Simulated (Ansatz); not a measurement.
# UCCSD/STO-3G run of CF3 (SMILES F[C](F)F)

What is the vertical ionisation energy of CF3 at UCCSD/STO-3G? 

The calculation is run with Ansatz 0.2.0.

31 further runs of the same task are left out: 6 that didn't finish, 25 set aside as unsound or not needed.

## (1) Starting point

The species is CF3 (4 atoms), meant as a doublet with charge 0. As SMILES, `F[C](F)F`. Geometry: relaxed at PBE0-D4/def2-TZVP.

Bond lengths: F1–C2 1.313 Å, C2–F3 1.313 Å, C2–F4 1.313 Å. Angles: F1–C2–F3 111.4°, F1–C2–F4 111.4°, F3–C2–F4 111.4°.

## (2) The energy at UCCSD/STO-3G

in.yaml reads:

```yaml
crystal:
  periodic: [false, false, false]
  atoms:
    - {symbol: F, position_ang: [-1.227500, 0.024900, 0.265400]}
    - {symbol: C, position_ang: [-0.039500, -0.059500, -0.286700]}
    - {symbol: F, position_ang: [0.658900, -1.044900, 0.227300]}
    - {symbol: F, position_ang: [0.608100, 1.079500, -0.205900]}
basis:
  gaussian:
    orbitals: STO-3G
magnetization:
  spin_polarized: true
  initial_magnetization: 1
correlation:
  method: ccsd
  frozen_orbitals: {C: 1, F: 1}
accuracy: high
scf:
  omitted_lower_state_checks: [cluster_reference, increment]
```

Command:

```sh
$ ansatz run in.yaml --threads 1 --pin off --max-ram 2610MiB --events-out events.jsonl --progress --plain --runs-dir runs
```

What it wrote, cut to the lines that bear on the results:

```text
Warning: RAYON_NUM_THREADS=1 ignored (pool sized by the plan → 1); use --threads N
Functional definition: HF
  name "HF"
[...]
366 factors; integrals over basis functions are off by at most 4.2e-8 eV
[...]
mean field -9019.87874549 eV, -331.4744300035 hartree, gradient 2.6e-8 eV, S^2 0.754411; 0 other end points of the search recorded, 0 dependent functions left out
4 core orbitals not correlated: weight in the atoms' cores, before any rotation towards them, 1.000 or more for the frozen orbitals, at most 0.000 for the correlated occupied ones
reference -9019.87874549 eV, -331.4744300035 hartree; 13, 12 occupied and 3, 4 virtual orbitals, 366 factors
second order -2.39676158 eV of doubles, -0.00000000 eV of singles
cycle   1  -2.72558179 eV  change   -3.3e-1 eV  update   6.8e-2
[...]
cycle  19  -2.97727371 eV  change  -5.5e-10 eV  update   2.1e-9
Total energy: -9022.85601920 eV, -331.5838427941 hartree
Checks for a lower state left out: cluster_reference, increment
```

Run time: 0.28 s. Hardware: 1 thread of Arm Neoverse V2, shared host.

## (3) The singlet cation

run.yaml reads:

```yaml
basis:
  gaussian: {orbitals: STO-3G}
crystal:
  periodic: [false, false, false]
  atoms:
    - {symbol: F, position_ang: [-1.227500, 0.024900, 0.265400]}
    - {symbol: C, position_ang: [-0.039500, -0.059500, -0.286700]}
    - {symbol: F, position_ang: [0.658900, -1.044900, 0.227300]}
    - {symbol: F, position_ang: [0.608100, 1.079500, -0.205900]}
total_charge: 1
correlation: {method: ccsd, frozen_orbitals: {C: 1, F: 1}}
accuracy: high
scf: {omitted_lower_state_checks: [cluster_reference, increment]}
```

Command:

```sh
$ ansatz run run.yaml --threads 1 --pin off --max-ram 2610MiB --events-out events.jsonl --progress --plain --runs-dir runs
```

What it wrote, cut to the lines that bear on the results:

```text
Warning: RAYON_NUM_THREADS=1 ignored (pool sized by the plan → 1); use --threads N
[... 2 set-up lines as earlier in the session ...]
[...]
366 factors; integrals over basis functions are off by at most 4.2e-8 eV
[...]
mean field -9011.76579298 eV, -331.1762844978 hartree, gradient 7.9e-9 eV, S^2 0.000000; 0 other end points of the search recorded, 0 dependent functions left out
4 core orbitals not correlated: weight in the atoms' cores, before any rotation towards them, 1.000 or more for the frozen orbitals, at most 0.000 for the correlated occupied ones
reference -9011.76579298 eV, -331.1762844978 hartree; 12, 12 occupied and 4, 4 virtual orbitals, 366 factors
second order -4.26162815 eV of doubles, -0.00000000 eV of singles
cycle   1  -4.39438728 eV  change   -1.3e-1 eV  update   1.2e-1
[...]
cycle  21  -4.85946883 eV  change  -3.5e-11 eV  update  9.2e-10
Total energy: -9016.62526181 eV, -331.3548666833 hartree
Checks for a lower state left out: cluster_reference, increment
```

It took 0.18 s on 1 thread of Arm Neoverse V2, shared host.

## (4) Summary of results

At UCCSD/STO-3G, 4 core orbitals frozen:

```
                                                   quantity          value
                                  doublet CF3: total energy  -331.58384 Eh
   doublet CF3: correlation energy (4 core orbitals frozen)     -109.4 mEh
             doublet CF3: ⟨S²⟩ of the reference determinant          0.754
                                 doublet CF3: T1 diagnostic          0.013
                               singlet cation: total energy  -331.35487 Eh
singlet cation: correlation energy (4 core orbitals frozen)     -178.6 mEh
                              singlet cation: T1 diagnostic          0.022
         vertical ionisation energy (to the singlet cation)       6.231 eV
```

What this shows: The vertical ionisation energy comes to 6.23 eV (601 kJ/mol). Only the singlet of the ionised species was computed; a triplet could lie lower. In a minimal basis such a difference can be off by several eV, whatever the method. The T1 diagnostic (singlet cation) of 0.022 is above the customary mark for such species, so a single reference may not serve.
